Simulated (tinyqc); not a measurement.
Pariser-Parr-Pople SCF with singles CI, for the molecule C1=CN=C1 (SMILES; centres numbered as the heavy atoms are written), step by step. Computed by tinyqc, a small Python program that keeps every step. Settings: charge = 0, gamma = Ohno, start = huckel, damping = 0.5, iteration cap = 66, excitations kept = 6. Command: `OMP_NUM_THREADS=1 python tinyqc.py 31119 31120 out.jsonl` (the two numbers bound the seeds that draw the settings). One thread of a shared host (Intel(R) Xeon(R) Processor @ 2.60GHz), about 0.01 s of CPU time with the checks.

Centres (angstrom, eV; a flat drawing with bonds scaled to 1.40 angstrom):
```
centre        x        y  core charge z        W  gamma_rr
1C       0.9900   0.0000              1  11.1600   11.1300
2C       0.0000   0.9900              1  11.1600   11.1300
3N      -0.9900   0.0000              1  14.1000   12.3000
4C       0.0000  -0.9900              1  11.1600   11.1300
```

Resonance integrals (eV):
```
i  j     beta
1  2  -2.3900
2  3  -2.5100
3  4  -2.5100
4  1  -2.3900
```

Stop when output and input P, before any damping, agree to 1e-7.

Course of the cycle:
```
iteration      E (eV)  largest |P(out) - P(in)|
1          -54.156663                  1.25e-01
2          -54.253890                  8.21e-02
3          -54.317653                  5.40e-02
4          -54.356418                  3.58e-02
5          -54.378961                  2.38e-02
6          -54.391699                  1.60e-02
7          -54.398755                  1.08e-02
8          -54.402612                  7.33e-03
9          -54.404701                  5.02e-03
10         -54.405828                  3.48e-03
11         -54.406437                  2.43e-03
...               ...                       ...
56         -54.407894                  8.88e-04
57         -54.407906                  8.81e-04
58         -54.407918                  8.74e-04
59         -54.407929                  8.67e-04
60         -54.407941                  8.59e-04
61         -54.407952                  8.52e-04
62         -54.407962                  8.45e-04
63         -54.407973                  8.38e-04
64         -54.407984                  8.32e-04
65         -54.407994                  8.25e-04
66         -54.408004                  8.18e-04
```

Can the last value be used, and what does the course show?

Not by the stop rule. Not converged within 66 iterations: the residual falls steadily but slowly, by a factor of about 0.99 a step. Reruns (cap 100 unless said): damping 0: not converged; the original settings with a cap of 400: not converged.
